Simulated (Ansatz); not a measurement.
Geometry optimisation, Ansatz 0.2.0, RKS B3LYP/def2-TZVP.

Input:

```yaml
crystal:
  periodic: [false, false, false]
  atoms:
    - { symbol: B, position_ang: [0.0, 0.0, 0.0] }
    - { symbol: H, position_ang: [0.7533, 0.0, 1.1682] }
    - { symbol: F, position_ang: [1.5135, 0.0, 0.1406] }
    - { symbol: H, position_ang: [-1.0305, 0.0, -0.595] }
basis:
  gaussian: { orbitals: def2-TZVP }
hamiltonian:
  xc: b3lyp
relax:
  f_tol: 0.15
  max_steps: 25
  restrain:
    - { distance: [1, 2], at: 2.12, k: 30.0 }
    - { distance: [0, 1], at: 1.19, k: 30.0 }
    - { distance: [0, 2], at: 1.32, k: 30.0 }
```

Command:

```bash
$ ansatz run input.yaml --threads 1 --pin off --max-ram 2048MiB --backend cpu --events-out ev --progress --plain --runs-dir out
```

**Question.** Where does it end, and by what steps?

**Answer.** The forces met the threshold. The restraints hold the end off the free minimum. After 4 steps the energy has fallen by 4.998 eV (the restraints' own energy left out); F3 moved furthest, 0.54 Å.

```
step  energy less start (eV)  largest force component (eV/Å)  accepted
   0                  0.0000                           6.193       yes
   1                 -2.6448                           4.351       yes
   2                 -4.4788                           2.590       yes
   3                 -4.9956                           0.348       yes
   4                 -4.9979                           0.189       yes
```

```xyz
4
Properties=species:S:1:pos:R:3
B 0.254 0.000 0.203
H 0.272 0.000 1.391
F 1.429 0.000 -0.395
H -0.719 0.000 -0.484
```

The run took 5.5 s on 1 thread of Arm Neoverse V1 (shared host), peak memory 0.1 GiB.
